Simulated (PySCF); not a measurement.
Molecule: `C/N=C/CS`, C3H7NS.

Bonds (- single, = double, # triple, : aromatic): C1-N2, N2=C3, C3-C4, C4-S5. C1 carries H6, H7, H8; C3 carries H9; C4 carries H10, H11; S5 carries H12. Stereochemistry as in C/N=C/CS.

Frames of a GFN2-xTB Langevin trajectory at 300 K; GIAO PBE0/pcSseg-1 shieldings in PySCF 2.14.0 with density-fitted response routines, gas phase, non-relativistic; equivalent atoms averaged within each frame.

Referencing at the same level of theory: 13C (σ = 186.93 ppm) and 1H (σ = 31.72 ppm) against TMS; NH3 for 15N (σ = 267.73 ppm); 33S (σ = 503.73 ppm) vs CS2. The references are static minima.

How do the shifts (ppm) fluctuate along the trajectory?

Answers


```
         time (fs)     C3    C1    C4     N2    S5    H9   H12  H10/H11  H6/H7/H8
               250  155.8  45.7  42.7  365.4  -154  7.80  5.67     3.78      3.64
               425  164.6  42.5  38.7  365.5  -202  7.95  4.27     4.22      3.62
               625  168.2  50.7  42.8  383.9   -74  8.46  5.98     3.08      4.30
               800  165.9  53.4  36.2  361.0  -155  8.19  5.69     3.72      4.59
              1000  165.2  47.2  37.3  354.5  -160  8.15  7.17     3.71      3.83
    mean of frames  163.9  47.9  39.5  366.1  -149  8.11  5.75     3.70      3.99
standard deviation    4.7   4.3   3.1   10.9    47  0.25  1.03     0.41      0.43
```

5 frames give an uncertainty of the mean of about the standard deviation over 2.2 at best, since frames this close in time may not be independent; classical motion lacks zero-point vibration, and the reference would need the same averaging.
